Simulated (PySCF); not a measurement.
ethane (C2H6), SMILES CC. The structure is a stationary point at ωB97X-D3(BJ)/def2-TZVP.

TDDFT-PBE/def2-TZVPD run with PySCF 2.14.0 puts the lowest singlet excitations at 8.10, 8.10, 8.83, 8.83, 8.92, 9.58 eV.

Problem. What are the lowest excitation roots from ADC(2)/aug-cc-pVDZ in PySCF 2.14.0? (The exact figures need the calculation; the answer reports its results.)

Solution. 9.08, 9.08, 9.81, 9.81, 10.05, 10.10 eV. S1 differs by 0.99 eV (second minus first; roots are paired by order, and the bases may differ).
